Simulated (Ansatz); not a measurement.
For litharge SnO, PBEsol+SOC (Ansatz, a program for electronic structure, plane waves, PAW) gives:

| Item | Value |
|---|---|
| lattice constant a | 3.804 Å |
| lattice parameter c | 4.748 Å |
| band gap at the measured cell | 0.03 eV |

Question: What does r²SCAN0 in Ansatz (PAW) give for the same quantities?

Answer: 
- lattice constant a: 3.771 Å (decreases by 0.9 %)
- lattice parameter c: 4.981 Å (increases by 4.9 %)
- band gap at the measured cell: 1.18 eV (grows by 1.15 eV)

For comparison: lattice constant a 3.801 Å (measured, temperature not stated, no zero-point or thermal correction; as tabulated in Electronic properties of the Sn1−xPbxO alloy and band alignment of the SnO/PbO …); lattice parameter c 4.835 Å (measured, temperature not stated, no zero-point or thermal correction; as tabulated in Electronic properties of the Sn1−xPbxO alloy and band alignment of the SnO/PbO …); band gap 0.7 eV (measured, temperature not stated, not corrected to a static lattice; as tabulated in Waroquiers et al. (2013), arXiv:1302.6756).

Changes are worked out from the printed values.

Unless a cell is named, each level is at its own relaxed cell (PBEsol+SOC 17.17, r²SCAN0 17.71 Å³/atom).

Spin–orbit coupling is included only where a level's name says +SOC; with heavier elements it mostly lowers gaps and can invert bands. Density-functional gaps are differences of (generalised) Kohn–Sham levels.

Caveats: the cell comes from a level without a dispersion term, which matters for the spacing of layers, chains or molecules (PBEsol+SOC, r²SCAN0). Ansatz's density-functional and Hartree–Fock values are scalar-relativistic unless marked +SOC, with PAW data made under PBE.
